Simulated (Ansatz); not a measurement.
Sb (within 0.1 Å of Pm-3m, No. 221, 4 atoms in the cell; start mp-567409; another form than the element's usual one)

All values below come from r²SCAN-D4 in Ansatz (PAW).

Run with plane-wave cutoff 500 eV, 10×10×6 k mesh (along the axes of the cell as run), Fermi–Dirac smearing 0.05 eV, scalar-relativistic PAW data made under PBE.

Cell (relaxed at this level):

```
CELL_PARAMETERS angstrom
      4.22015     0.00000    -1.04383
      0.00000     4.33621     0.00000
     -2.69778     0.00000     7.00288
ATOMIC_POSITIONS crystal
  Sb 0.50000 0.75000 0.25000
  Sb 0.50000 0.25000 0.75000
  Sb 0.00000 0.25000 0.25000
  Sb 0.00000 0.75000 0.75000
```

```
Quantity         Result
--------  -------------
band gap  zero (no gap)
```

Spin–orbit coupling is not included.

Computing time: roughly 4 core-minutes.

A start named mp-… is a Materials Project structure, which need not be a measured phase.

Ansatz is a first-principles code.
